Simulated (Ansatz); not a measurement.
A made-up structure of C2H2Mg, closed shell:

C1  (-0.933, -1.323, 0.377)
C2  (-0.253, -0.356, 0.099)
Mg3  (0.883, 1.252, -0.358)
H4  (0.033, -1.154, -0.537)
H5  (1.835, 2.600, -0.739)
(Å)

It is relaxed with PBE-D4/def2-SVP and then PBE0-D4/def2-TZVP (Ansatz 0.2.0). Atoms count as bonded within 1.22 times the sum of their covalent radii (H–H: 0.88 Å). The end point is not checked to be a true minimum.

Q: Does its bonding change? (A judgement: the text doesn't fix the answer.)

A: By the calculation: No: no bond forms or breaks.

Where it ends: The first stage lowers the energy by 0.53 eV in 7 steps. It ends as C₂H₂Mg ([C][CH][MgH]):
| atom | x (Å) | y (Å) | z (Å) |
| --- | --- | --- | --- |
| C1 | -0.9758 | -1.2318 | 0.4580 |
| C2 | -0.1623 | -0.3727 | 0.0021 |
| Mg3 | 0.9277 | 1.3191 | -0.3730 |
| H4 | -0.0534 | -1.4083 | -0.5606 |
| H5 | 1.8280 | 2.7124 | -0.6843 |

Labels in which every atom is bracketed show which atoms are joined, not bond orders.

For scale, one of the runs: PBE0-D4/def2-TZVP relaxation, 106 basis functions, launched by `ansatz run in.yaml --threads 2 --pin off --events-out ev --progress --plain --max-ram 4352MiB`. Hardware: 2 CPU threads of an Arm Neoverse V2, shared host. Wall time about 5.5 s.
